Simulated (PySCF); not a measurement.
# HS, SMILES `[SH]` (charge 0, multiplicity 2)

The numbers are results of TPSSh-D3(BJ)/def2-TZVP // PBE-D3(BJ)/def2-SVP (PySCF 2.14.0), not measurements.

```
Item                                                 Result
-----------------------------  ----------------------------
highest occupied spin orbital                      -6.75 eV
dipole moment                                        0.88 D
total energy                                   -398.7716 Ha
cost                           very roughly 14 core-seconds
```

Bonded distances (Å): S1–H2 1.366.
Charge 0, spin multiplicity 2.
